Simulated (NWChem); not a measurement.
Species: fluorine (F2); SMILES FF

Program: NWChem. Pople sets run with spherical d functions. Coordinates come from a PBE0/def2-SVP optimisation. Static field.

```json
[
 {"level": "B3LYP/6-31G*", "basis functions": "28", "isotropic polarisability (bohr³)": "?", "anisotropy (bohr³)": "6.6"},
 {"level": "B3LYP/6-31+G*", "basis functions": "36", "isotropic polarisability (bohr³)": "6.6", "anisotropy (bohr³)": "6.7"},
 {"level": "B3LYP/def2-SVP", "basis functions": "28", "isotropic polarisability (bohr³)": "4.3", "anisotropy (bohr³)": "7.1"},
 {"level": "B3LYP/def2-SVPD", "basis functions": "46", "isotropic polarisability (bohr³)": "8.2", "anisotropy (bohr³)": "5.8"},
 {"level": "B3LYP/def2-TZVP", "basis functions": "62", "isotropic polarisability (bohr³)": "5.9", "anisotropy (bohr³)": "7.1"},
 {"level": "B3LYP/aug-cc-pVDZ", "basis functions": "46", "isotropic polarisability (bohr³)": "7.5", "anisotropy (bohr³)": "6.2"},
 {"level": "B3LYP/Sadlej pVTZ", "basis functions": "48", "isotropic polarisability (bohr³)": "8.4", "anisotropy (bohr³)": "5.8"},
 {"level": "B3LYP/d-aug-cc-pVDZ", "basis functions": "64", "isotropic polarisability (bohr³)": "8.5", "anisotropy (bohr³)": "5.8"},
 {"level": "B3LYP/def2-TZVPD", "basis functions": "80", "isotropic polarisability (bohr³)": "8.4", "anisotropy (bohr³)": "5.8"},
 {"level": "B3LYP/aug-cc-pVTZ", "basis functions": "92", "isotropic polarisability (bohr³)": "8.1", "anisotropy (bohr³)": "5.9"}
]
```

Q: Some entries are withheld; supply them.

A: 
- B3LYP/6-31G*, isotropic polarisability (bohr³): 4.9
